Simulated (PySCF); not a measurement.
Species: C5H10.
Cartesian coordinates in Å at the GFN2-xTB level; atoms count from 1:
```
atom  x, y, z in Å
C1     2.453    0.907    0.289
C2     1.622   -0.053   -0.067
C3     0.272   -0.274    0.536
C4    -0.839   -0.116   -0.506
C5    -2.215   -0.348    0.102
H6     2.205    1.608    1.069
H7     3.416    1.034   -0.176
H8     1.892   -0.743   -0.857
H9     0.110    0.433    1.352
H10    0.224   -1.287    0.949
H11   -0.790    0.891   -0.929
H12   -0.674   -0.825   -1.321
H13   -2.403    0.363    0.903
H14   -2.992   -0.230   -0.650
H15   -2.286   -1.353    0.514
```

Level of theory: TDDFT wB97X-D/def2-SVPD, vertical, gas phase, core orbitals frozen in the response (PySCF 2.14.0, density-fitted response routines).

Ground-to-excited transition dipoles (e·a0, same axes as the geometry; the sign carries no meaning), for the states with f of 0.002 or more among the lowest 8:

```json
{"state": "S1", "E (eV)": "7.556", "μx": "-1.221", "μy": "-0.990", "μz": "-0.256"}
{"state": "S2", "E (eV)": "7.582", "μx": "0.379", "μy": "-0.216", "μz": "0.363"}
{"state": "S5", "E (eV)": "8.454", "μx": "0.018", "μy": "-0.172", "μz": "0.256"}
{"state": "S6", "E (eV)": "8.866", "μx": "0.011", "μy": "-0.094", "μz": "0.162"}
{"state": "S7", "E (eV)": "8.895", "μx": "-0.061", "μy": "0.106", "μz": "-0.109"}
{"state": "S8", "E (eV)": "9.375", "μx": "0.190", "μy": "0.020", "μz": "0.147"}
```

Problem. What oscillator strength does each state have?

Solution. f = (2/3) ΔE |μ|² with ΔE in hartree (27.2114 eV).

| state | \|μ\|² (au) | \|μ\| (D) | f |
| --- | --- | --- | --- |
| S1 | 2.536 | 4.05 | 0.469 |
| S2 | 0.322 | 1.44 | 0.060 |
| S5 | 0.095 | 0.78 | 0.020 |
| S6 | 0.035 | 0.48 | 0.008 |
| S7 | 0.027 | 0.42 | 0.006 |
| S8 | 0.058 | 0.61 | 0.013 |

Problem. Which bond between heavy atoms lies closest to the direction of the S1 transition dipole?

Solution. C1–C2, at 12° from it; next C4–C5 and C2–C3 at 44°.

Problem. What angle do the transition dipoles of S5 and S8 make?

Solution. |cos θ| = |μa·μb| / (|μa| |μb|) = 0.51, so θ ≈ 60° (taken between 0 and 90°, since the signs are arbitrary).

Problem. How is the summed strength of these states shared among x, y and z?

Solution. (2/3) Σ ΔE μα² gives 0.312 for x, 0.201 for y and 0.063 for z, 0.576 in all.

Problem. What peak molar absorption coefficient would the strongest computed level give as a lone Gaussian band 0.3 eV wide at half height?

Solution. ε(max) = 2.175×10⁸ f / FWHM, with the width in cm⁻¹. S1: 2.175×10⁸ × 0.4693 / 2420 ≈ 42000 L mol⁻¹ cm⁻¹.

One conformer stands for the species.
